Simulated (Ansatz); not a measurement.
# CH4NSi+ (SMILES C=[Si+]N): functionals against CCSD(T) at one geometry

An exercise on one series of results from a longer session: the logs are not shown, and one member is left open.

Method: single points in def2-TZVPP; program: Ansatz 0.2.0, Gaussian basis.

Correlated methods freeze the cores.

### Starting geometry

SMILES `C=[Si+]N`, 7 atoms, charge 1, spin multiplicity 1.

Atoms are counted from 1 here; the program's logs count them from 0.

Bond lengths: C1–Si2 1.768 Å, C1–H4 1.152 Å, C1–H5 1.263 Å, Si2–N3 1.667 Å, N3–H6 0.890 Å, N3–H7 1.082 Å. Angles: Si2–C1–H4 109.9°, Si2–C1–H5 122.8°, H4–C1–H5 105.8°, C1–Si2–N3 164.1°, Si2–N3–H6 119.1°, Si2–N3–H7 137.7°, H6–N3–H7 103.2°.

As a file:

```
C    -1.14920    0.44170   -1.08930
Si    0.00430   -0.02370    0.16650
N     1.39490   -0.31080    1.03990
H    -1.59480   -0.49970   -1.58050
H    -2.12700    1.21000   -0.86950
H     1.62490    0.25560    1.68690
H     2.19190   -1.04190    1.05730
```

Set-up of the first run:

run/in.yaml

```yaml
crystal:
  periodic: [false, false, false]
  atoms:
    - {symbol: C, position_ang: [-1.149200, 0.441700, -1.089300]}
    - {symbol: Si, position_ang: [0.004300, -0.023700, 0.166500]}
    - {symbol: N, position_ang: [1.394900, -0.310800, 1.039900]}
    - {symbol: H, position_ang: [-1.594800, -0.499700, -1.580500]}
    - {symbol: H, position_ang: [-2.127000, 1.210000, -0.869500]}
    - {symbol: H, position_ang: [1.624900, 0.255600, 1.686900]}
    - {symbol: H, position_ang: [2.191900, -1.041900, 1.057300]}
basis:
  gaussian: {orbitals: def2-TZVPP}
total_charge: 1
correlation: {method: ccsd_t}
output: {forces: true}
```

The command line of these runs was not kept.

Steps of the session up to this table: CCSD(T)/def2-TZVPP; PBE0-D4/def2-TZVPP; wB97M-V/def2-TZVPP; r2SCAN-D4/def2-TZVPP; PBE-D4/def2-TZVPP; r2SCANh-D4/def2-TZVPP; wB97X-V/def2-TZVPP.

One table of the session follows, with a row left open; its other results are not shown here.

| method | RMS force component (eV/Å) | angle to CCSD(T) forces (°) |
| --- | --- | --- |
| CCSD(T) | 2.891 | reference |
| PBE0-D4 | 2.895 | 3.4 |
| wB97M-V | ? | ? |
| r2SCAN-D4 | 2.869 | 3.3 |
| PBE-D4 | 2.899 | 4.0 |
| r2SCANh-D4 | 2.871 | 3.5 |
| wB97X-V | 2.926 | 4.5 |

Estimate the missing values for wB97M-V.

**Answer.** RMS force component (eV/Å): 2.888; angle to CCSD(T) forces (°): 3.7. In the column «RMS force component (eV/Å)» it lies between r2SCANh-D4 (2.871) and CCSD(T) (2.891).
